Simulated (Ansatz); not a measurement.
# AlN₂H+ (doublet): wave-function methods side by side, def2-TZVPP

One table from this session's results is given with a row withheld; the runs are named, their logs left out.

Computed with Ansatz 0.2.0, Gaussian basis. Level: def2-TZVPP, core rule «outside noble gas», up to 7 orbitals frozen.

To be run: UHF; ROHF; CCSD(T) on UHF.

2 further runs of the same task are left out: 2 set aside as unsound or not needed.

## What is computed

The geometry is a PBE0/def2-TZVP stationary point (not a proven minimum) of the parent state, kept for this charge and spin.

4 atoms, charge 1, spin multiplicity 2.

Atoms are counted from 1 here; the program's logs count them from 0.

Bond lengths: N1–Al2 1.782 Å, Al2–N3 1.700 Å, N3–H4 1.013 Å. Angles: N1–Al2–N3 169.0°, Al2–N3–H4 128.2°.

The first run:

The input, in.yaml:

```yaml
crystal:
  periodic: [false, false, false]
  atoms:
    - {symbol: N, position_ang: [0.000001, -0.146343, 2.357990]}
    - {symbol: Al, position_ang: [-0.000018, -0.038788, 0.578860]}
    - {symbol: N, position_ang: [-0.000004, -0.261109, -1.106120]}
    - {symbol: H, position_ang: [0.000020, 0.446240, -1.830730]}
basis:
  gaussian: {orbitals: def2-TZVPP}
total_charge: 1
magnetization: {spin_polarized: true, initial_magnetization: 1}
hamiltonian: {xc: hf}
output: {orbitals: {seedname: orbitals}}
```

Launch:

```bash
$ ansatz run in.yaml --threads 1 --pin off --events-out ev --progress --plain --max-ram 4096MiB --backend cpu
```

Steps of the session up to this table: UHF; ROHF; CCSD(T) on UHF.

One table of the session follows, with a row left open; its other results are not shown here.

It belongs to the step «Misses and costs». 

| method | from UCCSD(T) (meV) |
| --- | --- |
| ROHF | +13084.7 |
| UHF | +10371.8 |
| UMP2 | +1268.0 |
| UCCSD | ? |
| UCCSD(T) | 0 |

Estimate the missing values for UCCSD.

As computed: from UCCSD(T) (meV): +362.9. In the column «from UCCSD(T) (meV)» it lies between UCCSD(T) (0) and UMP2 (+1268.0).

Caveats from the session: The determinant is far from a pure spin state, so its energy mixes those of several spin states (harmless only where they are near-degenerate, as at dissociation).
